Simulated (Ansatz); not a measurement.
fcc Ir was calculated with PBE-D3(BJ) in Ansatz (PAW).

Numerical settings: plane-wave cutoff 520 eV, 24×24×24 k mesh, Fermi–Dirac smearing 0.05 eV, no spin polarisation, scalar-relativistic PAW data made under PBE.

Computed at the level's own relaxed cell.

Q: Give the computed volume per atom, bulk modulus B0, equilibrium lattice constant a and pressure derivative B′ of the bulk modulus.

A: 
volume per atom: 14.16 Å³/atom
bulk modulus B0: 373 GPa
equilibrium lattice constant a: 3.841 Å
pressure derivative B′ of the bulk modulus: 5.1

The run finds no gap.

Measured, for comparison: equilibrium volume per atom 14.06 Å³/atom, lattice constant a 3.831 Å (static lattice: zero-point anharmonic expansion removed; as tabulated in Mejia-Rodriguez and Trickey (2018), arXiv:1807.09216); bulk modulus 365 GPa (corrected for temperature and zero-point phonon effects; as tabulated in Levämäki et al. (2014), arXiv:1402.3671). Computed (rounded) less measured: equilibrium volume per atom +0.7 %, bulk modulus +2 %, lattice constant a +0.3 %.

Spin–orbit coupling is not included.

Static lattice: no zero-point or thermal effects.

Computing time: very roughly 90 core-seconds.

Ansatz is an electronic-structure program.
